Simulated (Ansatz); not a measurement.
**A ladder of methods for BH5O (B(H2O)H3)**

BH5O has 7 atoms, charge 0, and is taken as a singlet. SMILES: `[H]B([H])([H])<-O`. The coordinates come from a GFN2-xTB relaxation.

```xyz
7

B     0.0678   -0.1117   -0.6689
O     0.1008   -0.1466    1.0307
H    -0.8361   -0.1426    1.2525
H     0.4863    0.7089    1.2448
H     1.2101   -0.0685   -0.9703
H    -0.5443    0.8763   -0.9302
H    -0.4847   -1.1158   -0.9586
```

Each level gives the energy change with the O2–H4 bond stretched from 0.962 to 2.406 Å (eV). The values are calculated.

```json
{"level": "HF/STO-3G (restricted)", "kind": "Hartree–Fock", "program": "Ansatz", "value (eV)": "9.93", "less FCI/STO-3G": "+5.46"}
{"level": "revPBE/STO-3G (restricted)", "kind": "GGA", "program": "Ansatz", "value (eV)": "5.62", "less FCI/STO-3G": "+1.15"}
{"level": "r2SCAN/STO-3G (restricted)", "kind": "meta-GGA", "program": "Ansatz", "value (eV)": "6.35", "less FCI/STO-3G": "+1.88"}
{"level": "PBE0/STO-3G (restricted)", "kind": "global hybrid", "program": "Ansatz", "value (eV)": "7.01", "less FCI/STO-3G": "+2.54"}
{"level": "CAM-B3LYP/STO-3G (restricted)", "kind": "range-separated hybrid", "program": "Ansatz", "value (eV)": "7.39", "less FCI/STO-3G": "+2.92"}
{"level": "B2PLYP/STO-3G (restricted)", "kind": "double hybrid", "program": "Ansatz", "value (eV)": "6.36", "less FCI/STO-3G": "+1.89"}
{"level": "RPA@PBE/STO-3G (restricted)", "kind": "RPA", "program": "Ansatz", "value (eV)": "5.44", "less FCI/STO-3G": "+0.97"}
{"level": "BCCD(T)/STO-3G (restricted)", "kind": "coupled cluster or CI", "program": "Ansatz", "value (eV)": "4.47", "less FCI/STO-3G": "0.00"}
{"level": "FCI/STO-3G", "kind": "exact in the basis", "program": "Ansatz", "value (eV)": "4.47", "less FCI/STO-3G": "0.00"}
```

FCI/STO-3G is exact within its basis and frozen core, so for wave-function methods in that basis the difference is their error; functionals converge differently with the basis, so for them it is only a difference. A spin-restricted reference rises too steeply as a bond breaks; here HF/STO-3G, revPBE/STO-3G, r2SCAN/STO-3G, PBE0/STO-3G, CAM-B3LYP/STO-3G, B2PLYP/STO-3G, RPA@PBE/STO-3G lie well above the multireference or unrestricted value. The first shape isn't each level's own minimum. The values span 4.47 to 9.93 eV. All rows use very small basis sets, so none should be taken for the real molecule's value.
